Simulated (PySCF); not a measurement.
## H₂S + 3 F₂ → SF₄ + 2 HF

Level: PBE in the def2-TZVP basis family, all electrons, no relativity, computed in PySCF with density fitting; open shells unrestricted.

```tsv
species	state and structure	E (Eh)	ZPE (kJ/mol)	H(298 K) − H(0) (kJ/mol)	S° (J/(mol K))
H₂S	singlet, C2v, S–H 1.352 Å (×2); H–S–H 91.8°	-399.22666	38.6	10.0	205.9
F₂	singlet, D∞h, F–F 1.413 Å	-199.42304	6.0	8.8	202.5
SF₄	singlet, C2v, S–F 1.587 Å (×2), S–F 1.685 Å (×2); F–S–F 88.1° (×4), F–S–F 100.7°, F–S–F 174.0°	-797.19079	28.2	15.7	299.5
HF	singlet, C∞v, H–F 0.932 Å	-100.39132	23.8	8.7	173.9
```

(1) What is the electronic reaction energy?

(2) Add zero-point, thermal and entropy terms for 298.15 K and 1 bar.

Results:

(1) At PBE/def2-TZVP, ΔE = -1254.1 kJ/mol from the differences of the total energies times 2625.5, downhill. 

(2) ΔZPE = 19.2 and Δ[H(298) − H(0)] = -3.3 kJ/mol give ΔH° = -1238.2 kJ/mol. ΔS° = -166.1 J/(mol K), so ΔG° = -1238.2 − 298.15 × (-0.1661) = -1189 kJ/mol.

Each species is the lowest minimum found with this bonding; other isomers or fragments can lie lower.
